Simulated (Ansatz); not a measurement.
System (SMILES): P (PH3).
Geometry (B3LYP-D3(BJ)/def2-TZVP, fixed):
```xyz
4

P      0.0029     0.0016     0.1282
H     -0.0038     1.1839    -0.6561
H      1.0120    -0.6137    -0.6568
H     -1.0521    -0.5944    -0.6098
```

Basis-set convergence of the dipole moment at MP2 with Ansatz (an electronic-structure program). Dipoles come from the density behind the forces; the sign is taken along the dipole that this method gives in the largest set. The reference of a correlated method is not its basis-set limit, which lies further on. Cartesian d functions, on some or all atoms, in 6-31G**; all else is spherical. Cores are frozen. No added dispersion term, no relativity. Reference: the value in aug-pcseg-3, 0.598 D, itself unsure by roughly 0.010 D (its mean distance from aug-cc-pV(Q+d)Z, def2-QZVPPD). Deviations are taken from unrounded values.

```tsv
basis	functions	dipole moment (D)	minus reference (D)
STO-3G	12	0.552	-0.046
pcseg-1	33	0.826	0.227
6-31G**	34	0.864	0.265
def2-SVPD	48	0.615	0.017
aug-pcseg-1	54	0.659	0.060
def2-TZVP	55	0.691	0.093
aug-cc-pV(D+d)Z	59	0.606	0.008
pcseg-2	76	0.684	0.085
def2-TZVPP	84	0.641	0.042
jun-cc-pV(T+d)Z	90	0.602	0.003
def2-TZVPPD	99	0.595	-0.003
6-311++G(3df,3pd)	101	0.588	-0.011
cc-pV(Q+d)Z	154	0.623	0.024
def2-QZVPP	160	0.626	0.027
pcseg-3	163	0.614	0.015
def2-QZVPPD	175	0.607	0.008
aug-cc-pV(Q+d)Z	227	0.610	0.012
aug-pcseg-3	236	0.598	0.000
```
